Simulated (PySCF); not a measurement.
B3LYP has the VWN-RPA correlation part, as in Gaussian. Delta-SCF ions had no search for a lower state. Excitations are Tamm–Dancoff values on a coarser integration grid. The basis has no diffuse functions, so Rydberg states are missing or too high.

Z-matrix (Å, degrees):
```
O
C 1 1.3998
C 1 1.3998 2 113.17
H 2 1.1001 1 108.00 3 -180.00
H 3 1.1001 1 108.00 2 -180.00
H 2 1.1103 4 108.49 1 121.70
H 3 1.1103 5 108.49 1 -121.70
H 2 1.1103 4 108.49 6 116.61
H 3 1.1103 5 108.49 7 -116.61
```
Charge 0, multiplicity 1.

Problem. Estimate the S1–T1 gap (TDA), S1 excitation (TDA), dipole moment, vertical ionisation energy (Delta-SCF) and S1 oscillator strength that B3LYP-D3(BJ)/def2-TZVP // B3LYP-D3(BJ)/def2-SVP in PySCF returns for this input.

Solution. 
| Item | Result |
|---|---|
| S1–T1 gap (TDA) | 0.25 eV |
| S1 excitation (TDA) | 7.13 eV |
| dipole moment | 1.19 D |
| vertical ionisation energy (Delta-SCF) | 9.95 eV |
| S1 oscillator strength | 0.063 |
